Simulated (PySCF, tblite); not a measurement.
Isomers of [C4H8O]+ (charge +1 and doublet state), one GFN2-xTB conformer each. Single-point energies are computed at B3LYP/pcH-1 (PySCF, gas phase, no added dispersion term), electronic only. GFN2-xTB treats the open shell by occupation alone, and not every SCF solution was tested for stability.

```
        SMILES  GFN2-xTB relative energy (kcal/mol)
[CH2+][C](C)OC                                  0.0
  C[CH+][CH]CO                                  6.8
```

Conformers: `[CH2+:1][C:2]([CH3:3])[O:4][CH3:5]` (charge +1 and doublet state) with H–C1–C2–C3 0° and 180°, C1–C2–O4–C5 180°; `[CH3:1][CH+:2][CH:3][CH2:4][OH:5]` (charge +1 and doublet state) with C1–C2–C3–C4 179°, C2–C3–C4–O5 -1°, C3–C4–O5–H -179°.

Problem. What does B3LYP/pcH-1 give for the same structures?

Solution. 
| SMILES | B3LYP/pcH-1 E (Eh) | B3LYP/pcH-1 (kcal/mol) | GFN2-xTB (kcal/mol) | point group |
| --- | --- | --- | --- | --- |
| [CH2+][C](C)OC | -232.15281 | 0.0 | 0.0 | Cs |
| C[CH+][CH]CO | -232.13694 | 10.0 | 6.8 | near Cs |

Both levels put the same isomer lowest. As drawn, the higher has an O–H bond, which the lower lacks.

Problem. What happens when harmonic zero-point energies from GFN2-xTB frequencies are added?

Solution. 
```json
{"SMILES": "[CH2+][C](C)OC", "ZPE (kcal/mol)": "67.1", "electronic (kcal/mol)": "0.0", "with ZPE (kcal/mol)": "0.0"}
{"SMILES": "C[CH+][CH]CO", "ZPE (kcal/mol)": "66.2", "electronic (kcal/mol)": "10.0", "with ZPE (kcal/mol)": "9.1"}
```

The zero-point energies span 0.9 kcal/mol. The order is unchanged.

Problem. As an exercise, what shares would exp(−E/RT) give at 2000 K from these electronic energies alone (no entropy, no degeneracies)?

Solution. RT = 3.974 kcal/mol: [CH2+][C](C)OC 92.5 %, C[CH+][CH]CO 7.5 %.
